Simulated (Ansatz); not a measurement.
Run this with the Ansatz DFT code, driven from Python and show what comes out.

The script reads `c3h8n.xyz`:
```text
12

C    -0.27580    0.96240   -0.76280
C    -0.34760   -0.41860   -0.21920
C     0.92570   -0.72300    0.50490
N    -1.41150   -0.58300    0.67200
H    -1.24570    1.22040   -1.33990
H    -0.22740    1.76780    0.02280
H     0.54190    1.14480   -1.46140
H    -0.38590   -1.09100   -1.07210
H     1.82250   -0.60030   -0.10880
H     0.96070   -1.74990    0.92580
H     1.09910   -0.05200    1.39270
H    -1.37900    0.06720    1.48000
```

The script, `c3h8n_disp.py`:
```python
'''Dispersion corrections for C3H8N.'''

import ansatz as az

system = az.Crystal.molecule_from_extxyz('c3h8n.xyz')

base = (
    system.calculation()
    .basis(gaussian='def2-SVP')
    .spin('collinear', total=1)
)
for name in ['r2scan', 'revpbe']:
    for correction in ('d3bj', 'd4'):
        data = base.functional(name, dispersion=correction).run().report
        print(f'{name:8s} {correction:5s} total {data["free_energy_ev"]:.5f} eV, of which dispersion {1000 * data["dispersion"]["energy"]["ev"]:.2f} meV')
```

```console
$ python c3h8n_disp.py
DeckWarning: the engine holds no damping parameters fitted to this dispersion correction and functional, so the run takes those fitted to r2scan beside the three-body term, which d3bj leaves out (hamiltonian.dispersion, under Limitations)
r2scan   d3bj  total -4723.20416 eV, of which dispersion -58.36 meV
r2scan   d4    total -4723.19352 eV, of which dispersion -47.72 meV
revpbe   d3bj  total -4725.17176 eV, of which dispersion -573.76 meV
revpbe   d4    total -4725.30039 eV, of which dispersion -702.40 meV
```
(Warnings from the package without file and line.)

Total energies depend on the basis set; only differences at equal settings carry meaning. The geometry is a force-field or estimated start, not a minimum of this method, and the basis set is short of its limit. D4 holds the three-body term, and d3bj doesn't. The species is open-shell (spin multiplicity 2). A dispersion term here runs with damping parameters fitted for another variant or functional. It ran for 21 s on 1 thread of Arm Neoverse V2 (shared host), peak memory 0.25 GiB.
